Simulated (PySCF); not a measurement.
## Electronic absorption of streptocyanine-5

Streptocyanine-5, C₅H₉N₂ (charge +1).
SMILES: `N/C=C/C=C/C=[NH2+]`

Theory: PySCF, TDDFT PBE0/def2-SVPD, vertical, gas phase, core orbitals frozen in the response. The structure is a single PBE0-D3(BJ)/def2-SVP conformer in the gas phase; no vibrational or solvent corrections. Torsions of this conformer, `[NH2:1]/[CH:2]=[CH:3]/[CH:4]=[CH:5]/[CH:6]=[NH2+:7]`: C2–C3–C4–C5 180°, C4–C5–C6–N7 180°, H–N1–C2–C3 0°, H–N1–C2–C3 180°.

```
state  E (eV)  ν̃ (cm⁻¹)       f  |μ| (D)  symmetry  main configurations (H = HOMO, L = LUMO)
   S1    4.16      33570   1.162     8.58  B1 or B2                                 H→L (98%)
   S2    6.02      48570   0.023     1.00        A1                  H-1→L (53%), H→L+1 (46%)
   S3    6.39      51560  0.0000     0.00         –                  H→L+2 (86%), H→L+4 (13%)
   S4    6.54      52720  0.0000     0.00         –                  H→L+4 (86%), H→L+2 (12%)
   S5    6.56      52910  0.0004     0.12         –                               H→L+3 (98%)
   S6    6.64      53520  0.0038     0.39        A1                  H→L+1 (51%), H-1→L (44%)
   S7    6.78      54670  0.0000     0.02         –                               H-2→L (99%)
   S8    6.85      55270  0.0000     0.04         –                               H→L+5 (98%)
   S9    7.21      58140  0.0003     0.10         –                               H→L+6 (98%)
  S10    7.32      59030  0.0000     0.00         –                               H→L+7 (98%)
```

Triplets (Tamm–Dancoff): T1 2.18 eV, H→L (99%); T2 4.35 eV, H-1→L (66%), H→L+1 (33%); T3 4.81 eV, H→L+1 (63%), H-1→L (30%); T4 5.76 eV, H→L+5 (88%), H-1→L+1 (8%).

The lowest singlet comes at 298 nm (402 kJ/mol) in the ultraviolet; it is strong; its leading configuration is HOMO→LUMO (98%). The lowest level is also the most intense of those listed (f = 1.162). Löwdin shares by element: HOMO carbon 40% or more, nitrogen 27% (atoms not listed hold the other 32%); LUMO carbon 56% or more, nitrogen 12% or more (atoms not listed hold the other 32%). Orbital energies (eV): HOMO-3 -15.07, HOMO-2 -14.56, HOMO-1 -12.94, HOMO -10.29, LUMO -6.22, LUMO+1 -3.46, LUMO+2 -2.82. The listed states span 3.16 eV, and the widest gap between neighbours is 1.86 eV (S1 to S2). Weighted by f, the mean energy of these states is 4.21 eV. All these states lie below the vertical ionisation energy of 11.98 eV (ΔSCF). Symmetry labels in C2v follow from the direction of the transition dipole and are given only for states with f of 0.002 or more; B1 and B2 swap with the choice of axes. Only the lowest 10 singlets were computed, as vertical energies without vibronic structure.
